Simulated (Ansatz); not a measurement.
**Ge (model structure, within 0.1 Å of Pm-3m, No. 221, 2 atoms in the cell)**

The numbers are results of PBEsol (Ansatz, a program for electronic structure, plane waves, PAW), not measurements.

Run with plane-wave cutoff 500 eV, 14×14×14 k mesh, Fermi–Dirac smearing 0.05 eV, scalar-relativistic PAW data made under PBE.

Cell (relaxed at this level):

```cif
data_Ge
_chemical_formula_sum 'Ge1'
_space_group_name_H-M_alt 'Pm-3m'
_space_group_IT_number 221
_space_group_name_Hall '-P 4 2 3'
_cell_length_a 2.66701
_cell_length_b 2.66701
_cell_length_c 2.66701
_cell_angle_alpha 90.000
_cell_angle_beta 90.000
_cell_angle_gamma 90.000
loop_
_atom_site_label
_atom_site_type_symbol
_atom_site_symmetry_multiplicity
_atom_site_Wyckoff_symbol
_atom_site_fract_x
_atom_site_fract_y
_atom_site_fract_z
_atom_site_occupancy
Ge1 Ge 1 b 0.50000 0.50000 0.50000 1
```
(The calculation used a cell of 2 atoms; values per cell refer to that cell.)

For Ge (model structure, within 0.1 Å of Pm-3m, No. 221, 2 atoms in the cell), the band gap comes out as none.

Spin–orbit coupling is not included.

The computed numbers hold no vibrational or temperature effects.

Computing time: very roughly 60 core-seconds.

A model structure was made by putting elements into a prototype or built by hand; it is no filed structure, need not be a known phase, and can be a saddle point held by its symmetry.
